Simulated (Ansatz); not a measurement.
in.yaml

```yaml
crystal:
  periodic: [false, false, false]
  atoms:
    - {symbol: Ge, position_ang: [-0.052944, -0.610660, 0.000000]}
    - {symbol: Cl, position_ang: [0.036814, 0.646851, -1.743347]}
    - {symbol: Cl, position_ang: [0.036814, 0.646851, 1.743347]}
    - {symbol: H, position_ang: [1.225785, -1.495398, 0.000000]}
basis:
  gaussian: {orbitals: cc-pVDZ}
magnetization: {spin_polarized: false, initial_magnetization: 3}
correlation: {method: ccsdt_q, electrons: outside_noble_gas}
```

```sh
$ ansatz run in.yaml --threads 2 --pin off --events-out ev --progress --plain --max-ram 15360MiB --backend cuda --devices 0, --max-vram 18GiB
```

The program prints:

```
1359 factors; integrals over basis functions are off by at most 2.2e-7 eV
mean field evaluation 1: about -81488.5776 eV, gradient 1.0e1 eV
mean field evaluation 2: about -81488.5844 eV, gradient 1.0e1 eV
mean field evaluation 4: about -81489.3058 eV, gradient 1.7e0 eV
mean field evaluation 8: about -81489.3304 eV, gradient 1.3e-1 eV
mean field evaluation 16: about -81490.1655 eV, gradient 2.6e0 eV
mean field evaluation 32: about -81489.3216 eV, gradient 2.5e-1 eV
mean field evaluation 64: about -81489.7298 eV, gradient 1.9e0 eV
mean field evaluation 96: about -81487.4472 eV, gradient 1.8e1 eV
mean field evaluation 128: about -81489.1530 eV, gradient 2.3e-6 eV
mean field evaluation 160: about -81489.3385 eV, gradient 3.1e-1 eV
...
cycle  38  -11.04375207 eV  change   -7.7e-6 eV  update   8.0e-6
cycle  39  -11.04374872 eV  change    3.4e-6 eV  update   6.3e-6
cycle  40  -11.04374852 eV  change    2.0e-7 eV  update   5.0e-6
cycle  41  -11.04375506 eV  change   -6.5e-6 eV  update   3.7e-6
cycle  42  -11.04375938 eV  change   -4.3e-6 eV  update   2.4e-6
cycle  43  -11.04375974 eV  change   -3.5e-7 eV  update   1.6e-6
cycle  44  -11.04375936 eV  change    3.7e-7 eV  update   1.3e-6
cycle  45  -11.04376060 eV  change   -1.2e-6 eV  update   1.1e-6
cycle  46  -11.04376325 eV  change   -2.6e-6 eV  update   9.9e-7
cycle  47  -11.04376531 eV  change   -2.1e-6 eV  update   8.2e-7
perturbative correction -0.04776382 eV, -0.0017552879 hartree
WARN: these amplitudes may be one of several solutions (largest doubles amplitude 0.20, level shift 5.29 eV)
Total energy: -81500.90019231 eV, -2995.1028387730 hartree
```

Ran on 2 threads of AMD EPYC 7R13 with a shared H100 80 GB, shared host: 48 s wall, 1 GiB peak host memory.
